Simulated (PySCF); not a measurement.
sulfur dioxide (O₂S), SMILES O=S=O. Atoms are numbered in the order given.

```xyz
3

O      0.0000    -1.2554    -0.3699
S      0.0000     0.0000     0.3699
O      0.0000     1.2554    -0.3699
```

Coordinates come from a PBE-D3(BJ)/def2-TZVP optimisation.

The numbers are results of PySCF with PBE-D3(BJ)/def2-TZVP, not measurements.

Frequencies are harmonic and unscaled.

Computed harmonic wavenumbers and intensities:
```
mode  ν (cm⁻¹)  IR (km/mol)  moving atoms (share of kinetic energy)
----  --------  -----------  --------------------------------------
1          492         23.2                          O 72 %, S 28 %
2         1115         23.8                          O 78 %, S 22 %
3         1308        180.7                          O 57 %, S 43 %
```
